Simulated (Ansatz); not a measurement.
What does this script print? It uses Ansatz's Python interface.

The script, `c3h5f2_methods.py`:
```python
from pathlib import Path

import ansatz as az
import numpy as np


def main() -> None:
    geometry = (
        az.Crystal.molecule()
        .atom('C', (0.4046, -0.8293, 0.9761))
        .atom('C', (0.3102, -0.271, -0.4277))
        .atom('F', (0.9803, -0.8939, -1.4116))
        .atom('C', (-0.4781, 0.899, -0.7707))
        .atom('F', (-0.475, 1.8439, 0.1739))
        .atom('H', (0.7465, -0.008, 1.6451))
        .atom('H', (1.0337, -1.6595, 1.0261))
        .atom('H', (-0.6052, -1.0603, 1.2903))
        .atom('H', (-1.5926, 0.5921, -0.8059))
        .atom('H', (-0.2412, 1.3357, -1.6927))
    )

    calc = geometry.calculation().basis(gaussian='cc-pVDZ').spin('collinear', total=1).accuracy('high')

    print('functional    E (Ha)        dipole (D)   HOMO (eV)  LUMO (eV)')
    for name in ['lda', 'pbe0', 'hse06', 'b3lyp', 'revpbe']:
        rep = calc.functional(name).forces().orbitals().run(runs_dir='runs').report
        lines = Path(rep['orbitals_path']).read_text().splitlines()
        field_of = lambda key: [line.split('=')[1].strip() for line in lines if line.startswith(key)]
        orbitals = [(27.211386 * float(e), s, float(n)) for e, s, n in zip(field_of('Ene='), field_of('Spin='), field_of('Occup='))]
        homo = max(e for e, _, n in orbitals if n > 0.5)
        lumo = min(e for e, _, n in orbitals if n < 0.5)
        dipole = 4.803205 * np.linalg.norm(rep['charge_distribution']['dipole_moment_e_ang'])
        print(f'{name:10s} {rep["free_energy_ev"] / 27.211386246:14.6f} {dipole:9.3f} {homo:11.3f} {lumo:10.3f}')


if __name__ == '__main__':
    main()
```

Output of `python c3h5f2_methods.py`:
```text
functional    E (Ha)        dipole (D)   HOMO (eV)  LUMO (eV)
lda           -314.552130     0.741      -3.601     -2.345
pbe0          -316.613615     0.775      -5.186     -0.693
hse06         -316.599015     0.774      -4.777     -1.089
b3lyp         -316.941457     0.749      -4.878     -1.079
revpbe        -316.837731     0.688      -3.613     -1.768
```

Caveats:
- The settings weren't tested for convergence.
- The geometry is a force-field or estimated start, not a minimum of this method, and the basis set is short of its limit. A lower total doesn't mark the better method: functionals have no common bound, and MP2 and coupled cluster aren't variational.
- The run takes the species as open-shell (spin multiplicity 2), which needn't be its ground state.
- b3lyp holds the VWN-RPA fit, as in Gaussian; the form of ORCA and Turbomole is b3lyp5.
- Levels such as HOMO and LUMO are orbital energies: with these approximate functionals they aren't the ionisation energy and electron affinity, and their gap isn't the fundamental gap.
- hse06 follows the composition of plane-wave codes, whose totals differ by tens of mHa, up to about 0.1 Ha, from the form usual in Gaussian-basis programs (wpbeh).
- The whole script took 72 s on 1 thread of Arm Neoverse V2 (shared host), peak memory 0.56 GiB.
